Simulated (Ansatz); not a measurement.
We consider antiferromagnetic (type II) rock-salt NiO, described by r²SCAN+rVV10 (PAW; Ansatz, an electronic-structure program).

Settings: plane-wave cutoff 560 eV, 14×14×14 k mesh, Fermi–Dirac smearing 0.01 eV, spin-polarised with opposed moments, scalar-relativistic PAW data made under PBE.

Cell (relaxed at this level):

```xyz
4
Lattice="4.1431 2.0653 2.0653 2.0653 4.1431 2.0653 2.0653 2.0653 4.1431" Properties=species:S:1:pos:R:3 pbc="T T T"
Ni     0.0000     0.0000     0.0000
Ni     4.1368     4.1368     4.1368
O      2.0684     2.0684     2.0684
O      6.2052     6.2052     6.2052
```
Starting moments (μB, in the order of the record's atoms Ni Ni O O): 2.0 -2.0 0.0 0.0.

Q: Estimate the band gap, smallest direct gap on the k points sampled, bulk modulus B0 and Γ–Γ gap that the calculation returns.

A: 
- band gap = 2.37 eV (indirect)
- smallest direct gap on the k points sampled = 2.60 eV
- bulk modulus B0 = 224 GPa
- Γ–Γ gap = 3.57 eV

Measured, for comparison: bulk modulus 192 ± 7 GPa (room temperature, no zero-point or thermal correction, equation of state from high-pressure X-ray diffraction, our sources range from 174 to 209; as tabulated in Gavriliuk et al., The first-order structural transition in NiO at high …). Computed (rounded) less measured: bulk modulus not scored (sources differ).

Note: without U or exact exchange, gaps and moments of open d shells tend to come out too small; the bulk modulus comes from volumes at which shape and atoms were relaxed.

The computed numbers hold no vibrational or temperature effects.

Computing time: about 21 core-minutes (a rough figure).
